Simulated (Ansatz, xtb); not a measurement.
## Isomers of C3H4N2 in order of energy

3 gas-phase structures of C3H4N2, from a drawn sample of its isomers (lower ones may exist). Each was relaxed with GFN2-xTB:

A. `N#C/C=C/N`, a singlet
B. `C=C(N)C#N`, a singlet
C. `N#C/C=C\N`, a singlet

Question: Make a reasoned guess at their ranking by r2SCAN-D4/def2-SVP single-point energy.

Answer: Calculated order at r2SCAN-D4/def2-SVP: C (0.0), A (2.0), B (9.5) kcal/mol.

Energies above the lowest of each column, in kcal/mol; the last columns are at PBE-D3(BJ)/def2-SVP geometries:

| structure | GFN2-xTB | HF/STO-3G | r2SCAN-D4/def2-SVP | PBE-D3(BJ)/def2-SVP | CCSD(T)/def2-SVP + ΔMP2/def2-TZVPP |
| --- | --- | --- | --- | --- | --- |
| C | 0.0 | 0.0 | 0.0 | 0.0 | 0.0 |
| A | 0.5 | 0.4 | 2.0 | 2.0 | 2.1 |
| B | 6.2 | 5.7 | 9.5 | 9.4 | 6.0 |

Every level run on C puts it lowest or level with the lowest. Flexible structures stand in one conformer each, not always the lowest. ΔMP2 is the change of the MP2 energy from the smaller to the larger basis.

Programs: Ansatz 0.2.0, xtb 6.7.1.
